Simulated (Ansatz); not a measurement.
Input file:

```yaml
crystal:
  periodic: [false, false, false]
  atoms:
    - {symbol: Si, position_ang: [0.000000, -0.118572, 0.606157]}
    - {symbol: O, position_ang: [0.000000, 0.162082, -1.027349]}
    - {symbol: H, position_ang: [0.000000, 1.366569, 0.980666]}
    - {symbol: H, position_ang: [0.000000, -0.635437, -1.563283]}
basis:
  gaussian: {orbitals: 6-31G}
magnetization: {spin_polarized: true, initial_magnetization: 2}
correlation: {method: bccd, electrons: all}
scf: {lower_state_search: light}
output: {forces: true}
```

```sh
$ ansatz run in.yaml --threads 1 --pin off --events-out ev --progress --plain --max-ram 2393MiB
```

Output:

```
279 factors; integrals over basis functions are off by at most 2.6e-4 eV
mean field evaluation 1: about -9924.7877 eV, gradient 2.1e1 eV
mean field evaluation 2: about -9924.7944 eV, gradient 2.1e1 eV
mean field evaluation 4: about -9926.6985 eV, gradient 1.9e0 eV
mean field evaluation 8: about -9926.7788 eV, gradient 1.5e-1 eV
mean field evaluation 16: about -9926.7444 eV, gradient 7.6e-1 eV
mean field evaluation 32: about -9926.7706 eV, gradient 7.1e-1 eV
mean field evaluation 64: about -9920.7182 eV, gradient 7.8e-4 eV
mean field evaluation 96: about -9923.3771 eV, gradient 1.3e-1 eV
mean field evaluation 128: about -9919.1573 eV, gradient 7.4e-3 eV
mean field evaluation 160: about -9923.7177 eV, gradient 5.7e-3 eV
mean field evaluation 192: about -9921.5585 eV, gradient 2.1e-1 eV
mean field -9926.77970148 eV, -364.8024254164 hartree, gradient 9.3e-6 eV, S^2 2.004287; 4 other end points of the search recorded, 0 dependent functions left out
determinant -9926.77970148 eV, -364.8024254164 hartree, with singles and doubles -9931.56045886 eV, -364.9781150096 hartree
determinant -9923.71768880 eV, -364.6898985260 hartree, with singles and doubles -9928.73949404 eV, -364.8744464647 hartree
determinant -9923.37800584 eV, -364.6774154075 hartree, with singles and doubles -9927.34930843 eV, -364.8233580857 hartree
reference -9926.77970148 eV, -364.8024254164 hartree; 13, 11 occupied and 13, 15 virtual orbitals, 279 factors
second order -4.43141972 eV of doubles, -0.00000000 eV of singles
cycle   1  -4.76348107 eV  change    1.7e-2 eV  update   9.9e-3
cycle   2  -4.76251373 eV  change    9.7e-4 eV  update   3.2e-3
cycle   3  -4.76290168 eV  change   -3.9e-4 eV  update   9.4e-4
cycle   4  -4.76216119 eV  change    7.4e-4 eV  update   3.6e-4
cycle   5  -4.76217808 eV  change   -1.7e-5 eV  update   2.0e-4
cycle   6  -4.76223718 eV  change   -5.9e-5 eV  update   8.7e-5
cycle   7  -4.76223603 eV  change    1.2e-6 eV  update   3.0e-5
cycle   8  -4.76223849 eV  change   -2.5e-6 eV  update   1.2e-5
cycle   9  -4.76224156 eV  change   -3.1e-6 eV  update   4.5e-6
cycle  10  -4.76224049 eV  change    1.1e-6 eV  update   2.0e-6
cycle  11  -4.76224068 eV  change   -1.9e-7 eV  update   9.8e-7
the calculation of the forces begins
Total energy: -9931.54194215 eV, -364.9774345333 hartree
Atom 0 at     0.000000    -0.118572     0.606157 Å, force     0.000000     0.967170     3.360172 eV/Å
Atom 1 at     0.000000     0.162082    -1.027349 Å, force    -0.000000    -0.532724    -2.872878 eV/Å
Atom 2 at     0.000000     1.366569     0.980666 Å, force    -0.000000    -0.257182     0.855579 eV/Å
Atom 3 at     0.000000    -0.635437    -1.563283 Å, force    -0.000000    -0.177264    -1.342873 eV/Å
Dipole moment:    -0.000000    -0.496624     0.130894 e Å
```

Forces (eV/Å):
```
Si   0.000  0.967  3.360
O    0.000 -0.533 -2.873
H    0.000 -0.257  0.856
H    0.000 -0.177 -1.343
```

Ran on 1 thread of Arm Neoverse V1, shared host: 2.8 s wall, 0.16 GiB peak host memory.
